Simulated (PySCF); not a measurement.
**Working out the electron affinity of F**

F⁻ [Ne] (1S) → F [He] 2s2 2p5 (2P). Calculation: PySCF 2.14, in dyall-acv3z; no relativity, point nucleus. Frozen: 1s2; the 19 highest virtual orbitals dropped. Energies in hartree (1 hartree = 27.21139 eV):

```
            part  F⁻ (lower)   F (upper)
             UHF  -99.459264  -99.415956
CCSD correlation   -0.295289   -0.223131
             (T)   -0.010707   -0.004600
```

Q: What does Hartree-Fock give?

A: (-99.415956) − (-99.459264) = 0.043308 hartree = 1.178 eV.

Q: What do CCSD and CCSD(T) give?

A: The CCSD correlation energies differ by 0.072158 hartree = 1.964 eV and the triples by 0.006107 hartree = 0.166 eV, so CCSD gives 3.142 eV and CCSD(T) 3.308 eV.

A first-order spin-orbit estimate adds -0.017 eV to CCSD(T) (valence), giving 3.291 eV against 3.401 eV (measured; photodetachment measurements, as compiled on the Wikipedia data page of electron affinities).

What remains against the reference includes basis incompleteness, the frozen core and higher excitations.
